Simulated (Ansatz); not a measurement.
Two isomers of C2H4O2S: A = `CSC(=O)O`, B = `O=COCS`.

Program: Ansatz. Geometries: PBE0-D4/def2-TZVP. ΔE: electronic, gas phase. CBS: MP2 limit from def2 TZ/QZ plus the TZ coupled-cluster correction, frozen cores. DFT in def2-TZVPP. B3LYP here is the variant with VWN-RPA as its local correlation; programs differ in this. Each species was taken in one conformer, which may not be the lowest.

A:

Z-matrix (Å, degrees):
```
C
S 1 1.800
H 1 1.088 2 111.1
H 1 1.088 2 111.1 3 123.1
H 1 1.091 2 105.5 3 -118.4
C 2 1.754 1 103.6 3 -61.6
O 6 1.344 2 113.8 1 -0.0
O 6 1.198 2 122.2 1 180.0
H 7 0.968 6 105.8 2 -180.0
```

B:

Z-matrix (Å, degrees):
```
C
S 1 1.783
O 1 1.432 2 110.5
H 1 1.090 2 111.6 3 121.9
H 1 1.091 2 107.1 3 -119.5
H 2 1.343 1 96.7 3 -73.8
C 3 1.334 1 115.0 2 -170.4
O 7 1.196 3 125.7 1 0.1
H 7 1.100 3 109.1 1 -180.0
```

Question: Which is lower in electronic energy at CCSD(T)/CBS, and by how much? (Estimate.)

Answer: The calculation gave: A, by 67.7 kJ/mol.

Question: Give E(B) − E(A) in kJ/mol with PBE-D4, PBE0-D4, r2SCAN-D4, MP2/def2-TZVPP, B3LYP, ωB97M-V, B2PLYP. (Estimate.)

Answer: Ansatz gave: PBE-D4 77.0, PBE0-D4 75.0, r2SCAN-D4 78.0, MP2/def2-TZVPP 71.3, B3LYP 67.1, ωB97M-V 68.6, B2PLYP 67.6. None reverses the order clearly.

Question: Does the order hold for the free energy at 298.15 K (harmonic terms from PBE0-D4)? (An estimate is asked.)

Answer: Ansatz gave: Yes: G(B) − G(A) = +61.3 kJ/mol, for one conformer each. Modes under 60 cm⁻¹, often nearly free rotors, make the harmonic entropy too high.

Largest T1 diagnostic: 0.015.

Leaving LDA and LC-ωPBE aside and taking each functional with its dispersion term where it has one, the values, not all of them listed here, spread over 13.1 kJ/mol, from CAM-B3LYP-D4 to r2SCAN-D4. From BLYP to BHLYP (50 % exact exchange), in def2-TZVPP and without D4, E(B) − E(A) moves by −3.8 kJ/mol.
